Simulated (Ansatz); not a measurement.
Frontier orbitals of C₂H₂FN, SMILES `N#CCF`.

Charge 0, multiplicity 1. All single points use the PBE0-D4/def2-TZVP geometry. Basis def2-TZVPP, the Gaussian-basis code of Ansatz.

A caution on the coupled-cluster cation, which keeps the state that its UHF reference found: it lies well above the hybrids' cation and may not be the lowest state.

| functional | HOMO (eV) | LUMO (eV) |
| --- | --- | --- |
| LC-ωPBE | -12.80 | 1.88 |

Problem. Give HOMO and LUMO (eV) with LDA (SPW92), PBE, revPBE, BLYP, r2SCAN, B97M-V, PBE0, B3LYP, r2SCANh, r2SCAN0, HSE06 (plane-wave form), BHLYP, CAM-B3LYP, ωB97X-V, ωB97M-V, HF. (Estimate.)

Solution. Ansatz gave: 
| functional | HOMO | LUMO |
| --- | --- | --- |
| LDA (SPW92) | -8.61 | -1.95 |
| PBE | -8.44 | -1.67 |
| revPBE | -8.38 | -1.56 |
| BLYP | -8.34 | -1.56 |
| r2SCAN | -8.75 | -1.39 |
| B97M-V | -8.77 | -1.28 |
| PBE0 | -9.91 | -0.55 |
| B3LYP | -9.67 | -0.84 |
| r2SCANh | -9.30 | -0.98 |
| r2SCAN0 | -10.11 | -0.38 |
| HSE06 (plane-wave form) | -9.50 | -0.93 |
| BHLYP | -11.22 | 0.58 |
| CAM-B3LYP | -11.37 | 0.58 |
| ωB97X-V | -12.37 | 1.78 |
| ωB97M-V | -12.24 | 1.61 |
| HF | -13.18 | 3.22 |

B3LYP here is the variant with VWN-RPA as its local correlation; programs differ in this. LC-ωPBE has ω = 0.4 bohr⁻¹. Positive LUMOs are unbound and depend on the basis.
